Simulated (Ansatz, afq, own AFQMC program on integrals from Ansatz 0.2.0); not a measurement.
## AlGe, quartet in cc-pVDZ, levels against full CI

```xyz
2

Ge    0.0000    0.0000    0.0000
Al    0.0000    0.0000    5.5290
```

Basis cc-pVDZ. Only valence electrons are correlated. Integrals, coupled cluster, full CI and functionals: Ansatz 0.2.0; the random walks run on the same integrals in our own AFQMC program. The CISD trial takes its coefficients from CCSD amplitudes. Released means that phaseless walkers are propagated on without the constraint, phases kept. Uncertainties: one standard error, sampling alone. No spin–orbit coupling.

Determinant: UHF, the one that the program's search chose, which needn't be the lowest solution. The geometry is a point of a scan.

Full CI on the same integrals is exact in this basis and with this determinant's frozen core.

Cautions: no relativity below Rb; no spin-orbit coupling; inner d shell frozen; lower spins were not checked; the released energy hasn't reached full CI (16 meV above it at 2.40 1/Eh), so no released level is given (meV from the phaseless value at times in 1/Eh: -6 ± 5 at 0.24, -5.0 ± 1.7 at 0.51, -7.0 ± 1.2 at 0.99, -9.9 ± 1.4 at 1.62, -9.7 ± 1.5 at 2.40).

```
T1 diagnostic                               : 0.0118
weight of the determinant in the CISD state : 0.888
⟨S²⟩ of the determinant                     : 3.773
size of the correlated space                : 7 electrons in 26 orbitals
```

Reference: full CI, correlation energy -2.889 eV.

| level | E − E(reference) (meV) | share of correlation (%) |
| --- | --- | --- |
| HF | 2889.4 | 0.00 |
| MP2 | 955.8 | 66.92 |
| CCSD | 71.9 | 97.51 |
| CCSD(T) | 32.6 | 98.87 |
| CCSDT | 12.1 | 99.58 |
| CCSDT(Q) | 9.4 | 99.67 |
| CCSDTQ | 1.4 | 99.95 |
| ph-AFQMC/CISD | 25.5 ± 2.1 | 99.12 |

CCSDT and higher add their correlation energy to the determinant of the CCSD(T) run, since their own runs factorise the integrals more tightly (a shift of under 2 meV). A walk keeps the symmetry of its determinant, which the program's search chose and which needn't be the lowest solution, so a lower state of the same spin and another symmetry isn't excluded.
